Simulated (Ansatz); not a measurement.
Geometry optimisation, RKS B3LYP-D4/def2-SVP (Ansatz).

Input file:

```yaml
crystal:
  periodic: [false, false, false]
  atoms:
    - { symbol: B, position_ang: [0.0, 0.0, 0.0] }
    - { symbol: F, position_ang: [0.0, 0.0, 1.32] }
    - { symbol: Cl, position_ang: [1.6108, 0.0, -0.93] }
    - { symbol: H, position_ang: [-1.0305, 0.0, -0.595] }
basis:
  gaussian: { orbitals: def2-SVP }
hamiltonian:
  xc: b3lyp
  dispersion: d4
relax:
  f_tol: 0.02
  max_steps: 40
```

Command:

```bash
$ ansatz run input.yaml --threads 1 --pin off --max-ram 2048MiB --backend cpu --events-out ev --progress --plain --runs-dir out
```

Problem. Where does it end, and by what steps?

Solution. The forces met the threshold. After 5 steps the energy has fallen by 0.122 eV; Cl3 moved furthest, 0.08 Å.

```tsv
step	energy less start (eV)	largest force component (eV/Å)	accepted
0	0.0000	1.663	yes
1	-0.0935	0.967	yes
2	-0.1205	0.168	yes
3	-0.1215	0.078	yes
4	-0.1216	0.094	yes
5	-0.1217	0.005	yes
```

```xyz
4
Properties=species:S:1:pos:R:3
B 0.021 0.000 -0.016
F 0.034 0.000 1.298
Cl 1.548 0.000 -0.878
H -1.022 0.000 -0.609
```

Whether the end is a true minimum wasn't checked by a vibrational analysis.

Time of the run: 6.9 s on 1 thread of Arm Neoverse V2, on a shared host, peak memory 0.12 GiB.
